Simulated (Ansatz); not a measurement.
CHO, quartet: from triple and quadruple zeta to the limit

```yaml
atoms:
  - { symbol: O, position_ang: [0.0000, 0.0746, 0.5425] }
  - { symbol: C, position_ang: [0.0000, -0.1522, -0.6041] }
  - { symbol: H, position_ang: [0.0000, 0.6297, -1.4126] }
```

Connectivity, by distances: O–CH.

Ansatz 0.2.0, UHF determinant, valence electrons correlated. Energies in eV.

```
       set  X  functions  Hartree–Fock  MP2 correlation  CCSD(T) correlation                                                                                                              time
def2-TZVPP  3         76    -3078.3636          -7.7524              -8.7164                   2 s on 1 × NVIDIA H100 80GB HBM3 with 1 thread of AMD EPYC 7R13 Processor (Zen 3) (shared host)
def2-QZVPP  4        144    -3078.5183          -8.4534              -9.3799  4.2 s on 1 × NVIDIA H100 80GB HBM3 with 1 thread of AMD EPYC 7R13 Processor (Zen 3), with other jobs on the host
```

Hartree–Fock is taken to follow E(X) = E∞ + A·exp(−7.88·√X), correlation E(X) = E∞ + B·X^−2.97.

Cautions: another spin lies lower.

Question: Work out the CCSD(T) energy at the limit, and how far the shortcut misses it that extrapolates MP2 and adds CCSD(T) minus MP2 from the smaller set.

Answer: Hartree–Fock: E∞ = E4 + 0.1377·(E4 − E3) = -3078.5396. Correlation: E∞ = E4 + 0.7407·(E4 − E3) = -9.8713 for CCSD(T) and -8.9727 for MP2. The limit is -3088.4110 eV, 0.513 eV below def2-QZVPP. The shortcut gives a correlation energy of -8.9727 + (-0.9640) = -9.9366, 65 meV lower than the direct value.
